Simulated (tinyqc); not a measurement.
Born-Oppenheimer dynamics on the UHF/sto-6g surface (energies and gradients from PySCF), for OH+, spin multiplicity 3, step by step. Computed by tinyqc, a small Python program that keeps every step (integrals from PySCF). Settings: charge = 1, multiplicity = 3, basis = sto-6g, time step (fs) = 0.2, steps = 16. Command: `OMP_NUM_THREADS=1 python tinyqc.py 23180 23181 out.jsonl` (the two numbers bound the seeds that draw the settings). One thread of a shared host (Intel(R) Xeon(R) Processor @ 2.60GHz), about 2 s of CPU time with the checks.

## Velocity Verlet step 1

positions (bohr):
```
           x         y         z
1O  0.000000  0.000000  0.000000
2H  0.000000  0.000000  1.782012
```

velocities (bohr per atomic time unit):
```
               x             y             z
1O  -0.000023769   0.000087963  -0.000006165
2H   0.000377231  -0.001396037   0.000097835
```

gradient (hartree/bohr):
```
             x           y            z
1O  0.00000000  0.00000000   0.16992781
2H  0.00000000  0.00000000  -0.16992781
```

masses (electron masses): 1O 29156.946388, 2H 1837.152588

gradient after step 1 (hartree/bohr):
```
              x            y            z
1O   0.00030815  -0.00114040   0.16601405
2H  -0.00030815   0.00114040  -0.16601405
```

dt = 0.2 fs = 8.2683 atomic units; x' = x + v dt - g dt^2 / (2m); after the new gradient g', v' = v - (g + g') dt / (2m).

positions after step 1 (bohr):
```
            x          y          z
1O  -0.000197   0.000727  -0.000250
2H   0.003119  -0.011543   1.785982
```

velocities after step 1 (bohr per atomic time unit):
```
               x             y             z
1O  -0.000023813   0.000088125  -0.000053797
2H   0.000377924  -0.001398603   0.000853804
```

## Velocity Verlet step 2

gradient after step 2 (hartree/bohr):
```
              x            y            z
1O   0.00057751  -0.00213722   0.15621603
2H  -0.00057751   0.00213722  -0.15621603
```

As before.

positions after step 2 (bohr):
```
            x          y          z
1O  -0.000394   0.001457  -0.000890
2H   0.006250  -0.023128   1.796131
```

velocities after step 2 (bohr per atomic time unit):
```
               x             y             z
1O  -0.000023938   0.000088589  -0.000099486
2H   0.000379917  -0.001405979   0.001578917
```

## Energy conservation

The total energy should stay constant up to terms of order dt^2; the step counts as short enough if it moves by less than 2 % of the largest kinetic energy.

Trajectory:
```
time (fs)  1O-2H (angstrom)  potential (hartree)  kinetic (hartree)  total (hartree)
0.000000           0.943000         -74.73568473         0.00205133     -74.73363340
0.200000           0.945257         -74.73640129         0.00276132     -74.73363998
0.400000           0.951038         -74.73816097         0.00450545     -74.73365552
0.600000           0.960135         -74.74071874         0.00704221     -74.73367653
0.800000           0.972239         -74.74374018         0.01004143     -74.73369876
1.000000           0.986960         -74.74686592         0.01314750     -74.73371842
1.200000           1.003859         -74.74976977         0.01603673     -74.73373304
1.400000           1.022476         -74.75219836         0.01845673     -74.73374163
1.600000           1.042351         -74.75398856         0.02024411     -74.73374444
1.800000           1.063044         -74.75506603         0.02132352     -74.73374251
2.000000           1.084150         -74.75543141         0.02169424     -74.73373717
2.200000           1.105300         -74.75514096         0.02141120     -74.73372976
2.400000           1.126169         -74.75428681         0.02056540     -74.73372141
2.600000           1.146476         -74.75297977         0.01926681     -74.73371296
2.800000           1.165980         -74.75133615         0.01763118     -74.73370497
3.000000           1.184476         -74.74946852         0.01577073     -74.73369779
3.200000           1.201796         -74.74747995         0.01378838     -74.73369157
```

The total energy moves within 1.1e-04 hartree, under 2 % of the largest kinetic energy.
